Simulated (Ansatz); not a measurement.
Process, species as SMILES: OO (H2O2) + H+ → O[OH2+]
B3LYP-D3(BJ)/def2-TZVP geometries, fixed; electronic energies without zero-point terms; positive where energy is released.
Largest species:
```xyz
5

O      0.1360     0.5595    -0.3416
O     -0.1596    -0.6562     0.3979
H      1.0537     0.8157    -0.0797
H     -0.3477    -1.2726    -0.3451
H     -0.5172     1.2304    -0.0259
```
Charge +1, spin multiplicity 1.

Energies in hartree at MP2 with Ansatz (an electronic-structure program); the proton affinity is their sum with the coefficients shown, times 627.509 kcal/mol a hartree; the bare proton counts zero. All functions are spherical. Cores are frozen. No added dispersion term, no relativity.

| species | coefficient | part | cc-pVDZ | cc-pVTZ | cc-pVQZ |
|---|---|---|---|---|---|
| OO (H2O2) | +1 | Hartree-Fock | -150.78392 | -150.83573 | -150.84801 |
| OO (H2O2) | +1 | correlation | -0.38648 | -0.49691 | -0.53631 |
| O[OH2+] | -1 | Hartree-Fock | -151.05808 | -151.10994 | -151.12160 |
| O[OH2+] | -1 | correlation | -0.38528 | -0.48894 | -0.52577 |

Predict the proton affinity in cc-pV5Z (X = 5): let each Hartree-Fock step shrink by the ratio of the last two, and fit each correlation energy at X = 3 and 4 to E + A/X^3. Compare with the run.


- OO (H2O2): steps -0.05181 and -0.01228, ratio 0.237, so Hartree-Fock -150.85092 (run: -150.85134); A = (-0.49691 - (-0.53631))/(1/27 - 1/64) = 1.8401, correlation -0.53631 - A/64 + A/125 = -0.55034 (run: -0.55262).
- O[OH2+]: steps -0.05186 and -0.01166, ratio 0.225, so Hartree-Fock -151.12422 (run: -151.12457); A = (-0.48894 - (-0.52577))/(1/27 - 1/64) = 1.7201, correlation -0.52577 - A/64 + A/125 = -0.53889 (run: -0.54072).
Predicted 164.31 kcal/mol; the run in cc-pV5Z gives 163.99, a miss of 0.33. Keeping the value in cc-pVQZ, 165.07, would miss by 1.08. All sums are of the energies as printed.
